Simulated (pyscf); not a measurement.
Thermochemistry of product channels of `[CH2]=[CH][CH3]` + `[F][F]` on the singlet surface, in eV, from ωB97M-D3(BJ)/def2-TZVP energies (ideal gas, 1 atm, RRHO with modes under 100 cm⁻¹ raised to 100, one conformer, R ln 2 for chiral ones without a mode under 150 cm⁻¹). Single points on ωB97X-D3(BJ)/def2-SVP structures (PySCF, gas phase).

```tsv
products	ΔE	ΔH(298 K)	ΔG(600 K)	ΔG(900 K)
`[CH3][CH]=[CH][F]` + `[FH]`	…	-4.71	-4.67	-4.67
`[CH3][CH]([F])[CH2][F]`	…	-5.32	-4.36	-3.88
```

Task: What belongs in the gaps?

Result: 
- `[CH3][CH]=[CH][F]` + `[FH]`, ΔE: -4.72
- `[CH3][CH]([F])[CH2][F]`, ΔE: -5.47

These are energies of the channels, which say nothing of barriers.
